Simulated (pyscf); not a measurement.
# Four-centre exchange: •H₂Si–Cl + hydrogen chloride (HCl) → •H₂Si–Cl + hydrogen chloride (HCl)

Gas phase, doublet surface, charge 0. Bonds broken: Si1–Cl6, Cl2–H3. Bonds formed: Si1–Cl2, H3–Cl6. Structures and frequencies: ωB97X-D3(BJ)/def2-SVP in PySCF. MP2 and CC: frozen core, UHF for open shells. ΔMP2 is the change of the MP2 total energy from the triple- to the quadruple-zeta basis.

Transition state (Å):

```xyz
6

Si    -0.4972     0.1543    -0.4202
Cl     1.6878     0.8608    -1.2051
H      1.6721     0.7618     0.5348
H     -1.7131     0.4245     0.4430
H     -0.3023    -1.3240    -0.4654
Cl     0.8042     0.4917     1.6141
```

One imaginary mode, 495i cm⁻¹; descent along it reached the two sides named.

```json
[
 {"bond": "Si1–Cl6", "change": "breaks", "reactant side (Å)": "2.088", "saddle": "2.438", "product side": "3.6"},
 {"bond": "Cl2–H3", "change": "breaks", "reactant side (Å)": "1.288", "saddle": "1.743", "product side": "2.492"},
 {"bond": "Si1–Cl2", "change": "forms", "reactant side (Å)": "3.5", "saddle": "2.427", "product side": "2.085"},
 {"bond": "H3–Cl6", "change": "forms", "reactant side (Å)": "2.489", "saddle": "1.411", "product side": "1.287"}
]
```

Electronic energies relative to the separated reactants (kcal/mol):

```
level                             barrier  reaction energy  reverse barrier
--------------------------------  -------  ---------------  ---------------
ωB97X-D3(BJ)/def2-TZVP               26.8              0.0             26.8
PBE/def2-TZVP                        20.1              0.0             20.1
r²SCAN/def2-TZVP                     23.2              0.0             23.2
B3LYP-D3(BJ)/def2-TZVP               24.8              0.0             24.8
PBE0-D3(BJ)/def2-TZVP                23.4              0.0             23.4
M06-2X/def2-TZVP                     27.2              0.0             27.2
ωB97M-D3(BJ)/def2-TZVP               26.9              0.0             26.9
HF/def2-TZVP                         47.1              0.0             47.1
MP2/def2-QZVPP                       28.4              0.0             28.4
CCSD/def2-TZVPP                      33.9              0.0             33.9
CCSD(T)/def2-TZVPP                   30.8              0.0             30.8
CCSD(T)/def2-TZVPP + ΔMP2(QZVPP)     29.9              0.0             29.9
```

With CCSD(T)/def2-TZVPP + ΔMP2(QZVPP) energies and thermal terms (ideal gas, 1 atm, RRHO with modes under 100 cm⁻¹ raised to 100, one conformer, R ln 2 for rigid chiral ones), in kcal/mol:

```tsv
T (K)	ΔH‡	ΔG‡	ΔH	ΔG
298	28.6	38.1	0.0	0.0
600	28.7	47.7	0.0	0.0
900	29.1	57.1	0.0	0.0
1200	29.6	66.3	0.0	0.0
```

The same reactants have a lower exit, to Cl–SiH₂–Cl + H• (barrier +10.3 kcal/mol at ωB97M-D3(BJ), against +26.9 kcal/mol here). One saddle was located; it need not be the lowest between these sides. The CCSD(T) − MP2 part came from Ansatz, without density fitting, on the same reference.
